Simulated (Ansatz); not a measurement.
Process, species as SMILES: C (CH4) -> [CH3-] + H+

Property: gas-phase deprotonation energy (enthalpy at 298 K), in kcal/mol. Conventions: non-relativistic; 6-311+G** with 5d; 6-31G* and kin with 6d, 5d where marked; spin-orbit terms left out; dispersion terms only where a functional's name holds one; LANL2DZ all-electron up to Ne. Ab initio and DFT rows: single points at B3LYP-D3(BJ) geometries (Ansatz, a program for electronic structure), with unscaled harmonic terms from B3LYP/6-31G* at its own minima. Sets without +, aug- or the D of def2-TZVPD hold no diffuse functions, which anions need.

Measured values: Active Thermochemical Tables 1.112 (ions: stationary electron), as tabulated in the package chemicals; they hold spin-orbit and core effects, anharmonicity. 

Value to compare with, the measured value: 418.0 kcal/mol.

```
level             program  gas-phase deprotonation energy (enthalpy at 298 K) (kcal/mol)  error
----------------  -------  -------------------------------------------------------------  -----
B3LYP/STO-3G       Ansatz                                                          550.0  132.0
B3LYP/3-21G        Ansatz                                                          456.5   38.5
B3LYP/LANL2DZ      Ansatz                                                          436.9   18.9
B3LYP/6-31G        Ansatz                                                          451.8   33.8
B3LYP/6-31G*       Ansatz                                                          448.2   30.2
B3LYP/6-31+G*      Ansatz                                                          417.5   -0.5
B3LYP/6-31G**      Ansatz                                                          448.2   30.2
B3LYP/def2-SVP     Ansatz                                                          436.6   18.6
B3LYP/cc-pVDZ      Ansatz                                                          436.5   18.5
B3LYP/6-311+G**    Ansatz                                                          416.5   -1.5
B3LYP/def2-TZVPD   Ansatz                                                          419.1    1.1
```

Among the 10 habitual levels, B3LYP/STO-3G lies farthest from the measured value (132.0 kcal/mol) and B3LYP/6-31+G* nearest (-0.5); 8 of 10 lie above it, and their mean absolute error is 32.3 kcal/mol, the median 24.5. One case shows no general order.

The sets are all those run for this method; runs whose electronic state is in doubt are left out.
